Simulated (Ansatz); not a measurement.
# HN2Si: the cost of one run

The runs use Ansatz 0.2.0, Gaussian basis; def2-QZVPP, core rule «outside noble gas», up to 7 orbitals frozen.

To be run: UHF; ROHF; CCSD(T) on UHF.

## 1. The geometry

The geometry is a PBE0/def2-TZVP stationary point (not a proven minimum) of the parent state, kept for this charge and spin.

4 atoms, charge 0, spin multiplicity 2.

Atoms are counted from 1 here; the program's logs count them from 0.

Bond lengths: N1–Si2 1.697 Å, Si2–N3 1.697 Å, Si2–H4 1.480 Å. Angles: N1–Si2–N3 124.0°, N1–Si2–H4 118.0°, N3–Si2–H4 118.0°.

## 2. UHF

in.yaml

```yaml
crystal:
  periodic: [false, false, false]
  atoms:
    - {symbol: N, position_ang: [0.000000, -0.431982, 1.498918]}
    - {symbol: Si, position_ang: [0.000000, 0.364687, 0.000000]}
    - {symbol: N, position_ang: [0.000000, -0.431982, -1.498918]}
    - {symbol: H, position_ang: [0.000000, 1.844223, 0.000000]}
basis:
  gaussian: {orbitals: "def2-QZVPP.json"}
magnetization: {spin_polarized: true, initial_magnetization: 1}
hamiltonian: {xc: hf}
output: {orbitals: {seedname: orbitals}}
```

Started as:

```bash
ansatz run in.yaml --threads 1 --pin off --events-out ev --progress --plain --max-ram 2393MiB
```

What time and memory should one allow on 1 thread of Arm Neoverse V1, shared host?

About 88 s, with a peak of 0.51 GiB.
